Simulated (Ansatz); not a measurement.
## Ansatz (development build ahead of 0.2.0) run

```yaml
crystal:
  periodic: [false, false, false]
  atoms:
    - { symbol: C, position_ang: [0.0, -0.42209, -1.90882] }
    - { symbol: C, position_ang: [0.0, 0.41496, -0.63915] }
    - { symbol: C, position_ang: [0.0, -0.41496, 0.63915] }
    - { symbol: C, position_ang: [0.0, 0.42209, 1.90882] }
    - { symbol: H, position_ang: [0.0, 0.20734, -2.81192] }
    - { symbol: H, position_ang: [0.88748, -1.07379, -1.95872] }
    - { symbol: H, position_ang: [-0.88748, -1.07379, -1.95872] }
    - { symbol: H, position_ang: [-0.87977, 1.08347, -0.63542] }
    - { symbol: H, position_ang: [0.87977, 1.08347, -0.63542] }
    - { symbol: H, position_ang: [0.87977, -1.08347, 0.63542] }
    - { symbol: H, position_ang: [-0.87977, -1.08347, 0.63542] }
    - { symbol: H, position_ang: [0.0, -0.20734, 2.81192] }
    - { symbol: H, position_ang: [0.88748, 1.07379, 1.95872] }
    - { symbol: H, position_ang: [-0.88748, 1.07379, 1.95872] }
basis:
  gaussian: { orbitals: def2-TZVP }
hamiltonian:
  xc: hf
correlation:
  method: mp2
  frozen_orbitals: { C: 1, H: 0 }
```

The input is written out in the form of the current development build from the run's settings.

Results

* Converged: yes
* Reference energy: -157.35475 hartree
* Correlation energy: -0.69006 hartree
* Total energy: -158.04482 hartree
* Spin squared of the determinant: 0.000
